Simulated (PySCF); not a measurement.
A species of formula H4NP has this rotational fingerprint, computed with PBE0-D3(BJ)/def2-SVP geometry optimisation, gas phase (PySCF):

```
Rotational constants : A = 93145, B = 13525, C = 13247 MHz
Dipole components    : |μa| = 1.13 D, |μb| = 0.62 D, |μc| = 1.11 D
Inertial defect      : -4.64 u·Å²
κ                    : -0.99
```

Question: Which candidate fits, each taken in the one conformer that was computed?
A. `N=[PH3]`
B. `[NH2:1][PH2:2]` with H–N1–P2–H 162° and -62° (phosphanamine)

Answer: B. It is NP, a near-prolate asymmetric top, point group C1. The candidates at the same level (rigid rotor, commonest isotopes):

```json
{"SMILES": "NP", "A (MHz)": "93145", "B (MHz)": "13525", "C (MHz)": "13247", "μa (D)": "1.13", "μb (D)": "0.62", "μc (D)": "1.11", "Δ (u·Å²)": "-4.64", "point group": "C1", "rotor": "near-prolate asymmetric top"}
{"SMILES": "N=[PH3]", "A (MHz)": "91443", "B (MHz)": "15604", "C (MHz)": "15203", "μa (D)": "2.47", "μb (D)": "1.21", "μc (D)": "0.00", "Δ (u·Å²)": "-4.67", "point group": "Cs", "rotor": "near-prolate asymmetric top"}
```

`N=[PH3]` has B 15 % too high. No structure here is proved a minimum.
